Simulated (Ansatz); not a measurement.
**MgHCl: one species, many methods**

How much do the methods differ for MgHCl? The plan is to run it at one geometry with functionals of several rungs and with coupled cluster, and see how far each lands from CCSD(T) at the basis-set limit for the atomisation energy.

Method: functionals in def2-TZVPP, the program's frozen cores in correlated methods; program: Ansatz 0.2.0, Gaussian basis.

Levels to be run: LDA (SPW92), PBE-D4, revPBE-D4, BLYP-D4, r2SCAN-D4, B97M-V, PBE0-D4, B3LYP-D4, r2SCANh-D4, r2SCAN0-D4, HSE06-D4, BHLYP-D4, CAM-B3LYP-D4, LC-ωPBE, ωB97X-V, ωB97M-V, B2PLYP, PBE-QIDH; CCSD(T)/def2-SVP; CCSD(T)/def2-TZVPP; CCSD(T)/def2-QZVPP; extrapolation to the limit; RPA on PBE.

**1. The relaxed structure**

The geometry comes from an earlier relaxation with PBE0-D4 in a triple-zeta def2 set; it is a stationary point.

SMILES `[MgH][Cl]`, 3 atoms, charge 0, spin multiplicity 1.

Atoms are counted from 1 here; the program's logs count them from 0.

Bond lengths: Mg1–Cl2 2.187 Å, Mg1–H3 1.686 Å. Angles: Cl2–Mg1–H3 179.9°.

As a file:

```mol
ClHMg
  3D, bonds by distance, orders not assigned

  3  2  0  0  0  0  0  0  0  0999 V2000
   -0.1500   -0.0020   -0.0825 Mg  0  0
    1.7665   -0.2655    0.9375 Cl  0  0
   -1.6275    0.2027   -0.8682 H   0  0
  1  2  8  0
  1  3  8  0
M  END
```

**2. LDA**

This LDA is Slater exchange with PW92 correlation.

The input, in.yaml:

```yaml
crystal:
  periodic: [false, false, false]
  atoms:
    - {symbol: Mg, position_ang: [-0.150024, -0.002017, -0.082550]}
    - {symbol: Cl, position_ang: [1.766536, -0.265498, 0.937522]}
    - {symbol: H, position_ang: [-1.627512, 0.202716, -0.868172]}
basis:
  gaussian: {orbitals: def2-TZVPP}
hamiltonian: {xc: lda}
output: {orbitals: {seedname: orbitals}}
```

After this run come: PBE-D4 (GGA); revPBE-D4 (GGA); BLYP-D4 (GGA); r2SCAN-D4 (meta-GGA); B97M-V (meta-GGA); PBE0-D4 (hybrid); B3LYP-D4 (hybrid); r2SCANh-D4 (hybrid); r2SCAN0-D4 (hybrid); HSE06-D4 (hybrid); BHLYP-D4 (hybrid); CAM-B3LYP-D4 (range-separated); LC-ωPBE-D4 (range-separated); ωB97X-V (range-separated); ωB97M-V (range-separated); B2PLYP (double hybrid); PBE-QIDH (double hybrid); CCSD(T) in def2-SVP; CCSD(T) in def2-TZVPP; CCSD(T) in def2-QZVPP; RPA on PBE orbitals.

**Question.** What will the summary of the whole plan be? Wanted: atomisation energy, CCSD(T)/CBS; farthest beyond LDA; mean size of error, GGA; mean size of error, meta-GGA; mean size of error, hybrid; mean size of error, range-separated; mean size of error, double hybrid; gap, smallest and largest; T1 diagnostic.

The runs gave:

```
                               quantity                                       value
        atomisation energy, CCSD(T)/CBS                                630.0 kJ/mol
  functionals within 6.3 kJ/mol (1.0 %)  r2SCAN-D4, r2SCANh-D4, r2SCAN0-D4, ωB97X-V
                    farthest beyond LDA                      BLYP-D4 (-30.6 kJ/mol)
                mean size of error, GGA                                 27.7 kJ/mol
           mean size of error, meta-GGA                                 10.3 kJ/mol
             mean size of error, hybrid                                 17.3 kJ/mol
    mean size of error, range-separated                                 11.5 kJ/mol
      mean size of error, double hybrid                                 22.2 kJ/mol
              gap, smallest and largest   5.30 eV (LDA (SPW92)), 11.97 eV (LC-ωPBE)
                          T1 diagnostic                                      0.0067
triples share of the correlation energy                                       2.4 %
```

What this shows: LDA overbinds by 38.6 kJ/mol (6 %). PBE-D4 is off by -22.2 kJ/mol. Double hybrids carry the basis error of their MP2 part in triple zeta, and no dispersion term here, so their miss is partly the set-up's. By mean error the best rung here is meta-GGA (10.3 kJ/mol) and the worst beyond LDA is GGA (27.7 kJ/mol). The gap between the best rungs is small, so their order is not settled. The reference freezes the cores and leaves out relativity and excitations past (T), and its outer-core shells are covered unevenly, so misses under about 6.3 kJ/mol can't be ranked. Hartree-Fock recovers 77 % of the binding; the rest is correlation. CCSD(T) in def2-SVP is off by -58.3 kJ/mol, more than most functionals: a good method in a small basis is no reference. Orbital gaps span 5.3 to 12.0 eV; exact exchange widens them. Correlated methods include outer-core shells of Mg, which these sets cover unevenly.
